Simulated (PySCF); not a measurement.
Species: FH5Si2.
Geometry (PBE0-D3(BJ)/def2-SVP, Å), atoms numbered from 1 in this order:
```xyz
8
FH5Si2 angstrom
F      1.8748    0.2089    1.3190
Si     1.2134   -0.0082   -0.1580
Si    -1.1162    0.1077    0.0536
H      1.6506   -1.3397   -0.6728
H      1.7343    1.0600   -1.0617
H     -1.5207    1.4450    0.5828
H     -1.6030   -0.9576    0.9811
H     -1.7359   -0.0941   -1.2934
```

The closed-shell ground state was solved at several levels (PySCF, density fitting, gas phase, non-relativistic).

| level | basis functions | HOMO (eV) | LUMO (eV) | gap (eV) | dipole (D) |
| --- | --- | --- | --- | --- | --- |
| KT3/pcSseg-2 | 192 | -7.38 | -1.59 | 5.79 | 1.40 |
| BLYP/pcSseg-2 | 192 | -7.15 | -1.42 | 5.73 | 1.39 |
| LC-wPBE/def2-SVPD | 111 | -11.08 | 1.48 | 12.56 | 1.53 |
| PBE0/pcSseg-2 | 192 | -8.47 | -0.72 | 7.75 | 1.50 |
| PBE0/def2-SVP | 75 | -8.42 | -0.38 | 8.04 | 1.39 |

(1) What might PBE0/aug-cc-pVTZ (261 basis functions) give for the same quantities?

(2) Over all these levels, which gives the widest orbital gap and which the narrowest?

(3) How much does the basis alone move the frontier levels among the 3 PBE0 rows (the withheld one included)?

(4) How far do the dipole and the HOMO energy spread over the levels?

Results:

(1) HOMO -8.44 eV, LUMO -0.80 eV, gap 7.64 eV, dipole 1.42 D.

(2) LC-wPBE/def2-SVPD (range-separated hybrid) has the widest, 12.56 eV, and BLYP/pcSseg-2 (GGA) the narrowest, 5.73 eV. Functional and basis both differ between the two, so the spread mixes both effects.

(3) The HOMO by 0.05 eV and the LUMO by 0.42 eV. By rising basis size (HOMO, LUMO in eV): def2-SVP -8.42, -0.38; pcSseg-2 -8.47, -0.72; aug-cc-pVTZ -8.44, -0.80.

(4) The dipole runs from 1.39 to 1.53 D (mean 1.44 D) and the HOMO from -11.08 to -7.15 eV.
